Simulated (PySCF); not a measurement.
Si2H5 (doublet state).
Numbering: `[SiH2:1][SiH3:2]` (hydrogens: H3, H4 on Si1; H5, H6, H7 on Si2)

Method used: PBE0-D3(BJ)/def2-SVP geometry optimisation, gas phase in PySCF.

**Question.** List the bond lengths and angles at this level.

**Answer.** 
| bond | length (pm) | order |
| --- | --- | --- |
| Si1–Si2 | 233.1 | single |
| Si1–H3, Si1–H4 | 149.6 | single |
| Si2–H5, Si2–H6, Si2–H7 | 149.6 | single |

Bonds in one row agree within 1 pm and their mean is given. Orders are formal, as drawn. A selection of angles:
| angle | degrees |
| --- | --- |
| Si2–Si1–H3 | 114.2 |
| H3–Si1–H4 | 110.2 |
| Si1–Si2–H5 | 109.0 |
| Si1–Si2–H7 | 112.5 |
| H5–Si2–H6 | 109.1 |

Si1 (silicon bonded to Si and 2 H) is pyramidal (angles 114.4°, 114.2° and 110.2°, sum 338.8°, 0.46 Å off the plane of its three neighbours). Si2 (silicon bonded to Si and 3 H) is tetrahedral (angles from 108.6° to 112.5°).

Point group: Cs (every atom within 0.08 Å of its image). Not checked by PBE0-D3(BJ)/def2-SVP frequencies. ⟨S²⟩ = 0.754 (exact for a doublet: 0.75).
